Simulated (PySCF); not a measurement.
Spin–spin coupling constants

Geometry:
```tsv
atom	x (Å)	y (Å)	z (Å)
C1	1.910	-0.250	-0.257
C2	0.627	0.323	0.333
C3	-0.618	-0.290	-0.302
C4	-1.910	0.325	0.215
F5	-0.639	-1.648	-0.019
H6	1.984	-0.017	-1.317
H7	1.923	-1.331	-0.140
H8	2.778	0.164	0.249
H9	0.592	1.403	0.180
H10	0.598	0.127	1.407
H11	-0.567	-0.225	-1.397
H12	-1.959	1.374	-0.064
H13	-2.766	-0.195	-0.208
H14	-1.952	0.241	1.299
```

Method: B3LYP/pcJ-1 (spin–dipole term only in couplings to heteroatoms)//GFN2-xTB, PySCF 2.14.0 with density-fitted response routines; isolated molecule, single conformer, non-relativistic. Couplings are averaged over pairs made equivalent by symmetry, fast rotation or ring inversion, so a value needn't be that of the named pair in this geometry, while other rotamers aren't included; one pair stands for each set, and the list holds a selection of those of at least 0.8 Hz over up to four bonds. One-bond C–F couplings come out tens of Hz too large with common functionals.

Isotopes: 13C, 19F, 1H.

```csv
pair,bonds,J (Hz)
"C1, C2",1,34.3
"C1, H6",1,132.6
"C2, C3",1,?
"C2, H9",1,?
"C2, H10",1,?
"C3, C4",1,39.0
"C3, F5",1,-223.8
"C3, H11",1,153.9
"C4, H12",1,132.8
"C1, H9",2,?
"C1, H10",2,-2.6
"C2, C4",2,1.9
"C2, H11",2,1.0
"C3, H12",2,?
"C4, H11",2,1.1
"F5, H11",2,?
"H6, H7",2,-13.4
"H9, H10",2,-13.9
"H12, H13",2,?
"C1, F5",3,2.2
"C2, H12",3,4.7
"F5, H10",3,12.1
"F5, H12",3,21.8
"H6, H9",3,8.0
"H10, H11",3,?
"H11, H12",3,6.4
```

Q: Estimate the withheld couplings, with signs.

A: 
- 1J(C2,C3) = 38.7 Hz (bond length 1.526 Å)
- 1J(C2,H9) = 130.6 Hz (bond length 1.091 Å, sp3 carbon)
- 1J(C2,H10) = 134.9 Hz (bond length 1.092 Å, sp3 carbon)
- 2J(C1,H9) = -3.8 Hz (angle at C2 110°)
- 2J(C3,H12) = -3.6 Hz (mean over equivalent pairs that range from -6.7 to 1.8 Hz in this conformer)
- 2J(F5,H11) = 56.1 Hz (angle at C3 105°)
- 2J(H12,H13) = -13.6 Hz
- 3J(H10,H11) = 11.1 Hz (dihedral angle 173°)
